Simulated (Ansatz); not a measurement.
Take GaP in the zinc blende structure (space group F-43m, No. 216; a = 5.451 Å) as the base.

Computed with Kohn–Sham DFT with the r2SCAN functional, run in Ansatz (a first-principles code) with PAW and 500 eV plane waves, no spin-orbit coupling.

Now apply this change: every P is replaced by N, then cell and atoms are relaxed.

Measured band gap: GaP 2.43 eV (static lattice; corrected from measurement; as listed in Wei Chen et al., Physical Review Materials (2018)); GaN 3.48 eV (static lattice; corrected from measurement; as listed in I. Vurgaftman, J. R. Meyer, L. R. Ram-Mohan, Journal of Applied Physics (2001)).

Measured lattice parameter a: GaP 5.439 Å (static lattice; corrected from measurement; as listed in Daniel Mejia-Rodriguez, S. B. Trickey, Phys. Rev. B (2018)); GaN 4.5 Å (room temperature; as listed in I. Vurgaftman, J. R. Meyer, L. R. Ram-Mohan, Journal of Applied Physics (2001)).

Task: How well does r2SCAN reproduce the measured shift?

Result: With r2SCAN the band gap moves by +0.32 eV (1.85 → 2.17) against +1.05 eV measured; the lattice parameter a moves by -0.954 Å (5.451 → 4.498) against -0.939 Å measured. The two measured values stand on different bases (one corrected, one not), which blurs small differences.

No phonon test of stability was made. This is not the structure that GaN has at room temperature and ambient pressure.
